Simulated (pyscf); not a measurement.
This saddle point was located with ωB97X-D3(BJ)/def2-SVP in PySCF.

```xyz
6

Si     0.1699     0.4404     0.0167
F      1.4821     1.3896     0.1765
H      0.2240    -0.6940     1.1532
H     -1.0483     1.2770     0.1935
H      0.1992    -0.1917    -1.3305
H      0.2912    -1.4906     1.9746
```
Charge 0, spin multiplicity 2.

Surface: doublet, charge 0. Lowest wavenumbers (cm⁻¹): 1118i, 176, 294, 731, 795.

**Question.** Which two sides does it connect, and which bonds change?

**Answer.** F–SiH₂• + H₂ <-> F–SiH₃ + H•, a hydrogen abstraction read from left to right: H–H broken and H–Si formed. At ωB97M-D3(BJ)/def2-TZVP it lies +14.8 kcal/mol from the left side and +5.8 kcal/mol from the right (each side as separated species at their lowest minima found). One saddle was located; it need not be the lowest between these sides. The angle at the transferred H is 178°.
